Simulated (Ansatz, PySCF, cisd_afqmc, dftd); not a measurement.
System: N₂O, charge 0, singlet. N2O (nitrous oxide, SMILES N#[N+][O-]).
B3LYP-D3(BJ)/def2-TZVP minimum from Ansatz (a quantum-chemistry and plane-wave program):
```
N
N 1 1.1210
O 1 1.1826 2 180.00
```
Charge 0, spin multiplicity 1.

Quantity: enthalpy of formation at 298 K (by atomisation, with ideal-gas terms from PySCF's Hessian at B3LYP-D3(BJ)/def2-TZVP and the atoms' measured values of the G2/97 table; no spin-orbit terms), in kcal/mol. Radicals and triplets start from unrestricted determinants; spin-orbit coupling is neglected. Cores are frozen in correlated methods. Rows without X2C or -DK are non-relativistic. AFQMC is phaseless with a CISD trial state; ± is one standard error, without the phaseless bias. Outlying blocks are dropped, and bars are widened where a walk drifts. Over all cases where full CI ran beside it in this data, AFQMC minus full CI had a median of +0.1 mEh and passed +0.4 mEh in a tenth of the cases. CBS(X,Y): correlation extrapolated as X^-3, Hartree-Fock from the larger set (Q,5: extrapolated as (X+1)exp(-9√X)). A bracket is a step between two methods taken in the basis named. The functionals are non-relativistic, so their misses hold any scalar relativity. Double hybrids freeze cores in their MP2 part. '+ core + X2C': CCSD(T) terms for core correlation (cc-pwCVTZ) and scalar relativity (cc-pVTZ-DK).

Measured: 19.7 kcal/mol, 82.6 kJ/mol (Active Thermochemical Tables 1.112 (ions: stationary electron), as tabulated in the package chemicals); atomic spin-orbit terms, which the calculations lack, would raise the computed values.

| level | program | enthalpy of formation at 298 K (kcal/mol) | error against that value |
|---|---|---|---|
| r2SCAN-D4/def2-TZVPD | Ansatz + dftd4 | 15.0 | -4.7 |
| r2SCAN/def2-TZVPD | Ansatz | 15.2 | -4.5 |
| B3LYP-D4/def2-TZVPD | Ansatz + dftd4 | 13.4 | -6.3 |
| CAM-B3LYP/def2-TZVPD | Ansatz | 17.5 | -2.2 |
| B2PLYP/def2-TZVPD | Ansatz | 15.7 | -4.0 |
| MP2/CBS(cc-pVQZ,cc-pV5Z) | Ansatz | -5.0 | -24.7 |
| CCSD/CBS(cc-pVTZ,cc-pVQZ) | Ansatz | 40.4 | 20.7 |
| CCSDT(Q)/cc-pVDZ | Ansatz | 59.4 | 39.7 |
| CCSDT(Q)/cc-pVTZ | Ansatz | 36.1 | 16.4 |
| AFQMC/CISD/cc-pVDZ | cisd_afqmc | 59.8 ± 0.3 | 40.1 |
| AFQMC/CISD/cc-pVTZ | cisd_afqmc | 36.4 ± 0.3 | 16.7 |
| CCSD(T)/CBS(cc-pVQZ,cc-pV5Z) + [AFQMC/CISD - CCSD(T)]/cc-pVDZ + core + X2C | Ansatz + cisd_afqmc | 19.3 ± 0.3 | -0.4 |
| CCSD(T)/CBS(cc-pVQZ,cc-pV5Z) + [AFQMC/CISD - CCSD(T)]/cc-pVTZ + core + X2C | Ansatz + cisd_afqmc | 20.0 ± 0.3 | 0.3 |
| CCSD(T)/CBS(cc-pVQZ,cc-pV5Z) + [CCSDT(Q) - CCSD(T)]/cc-pVTZ + core + X2C | Ansatz | 19.6 | -0.1 |
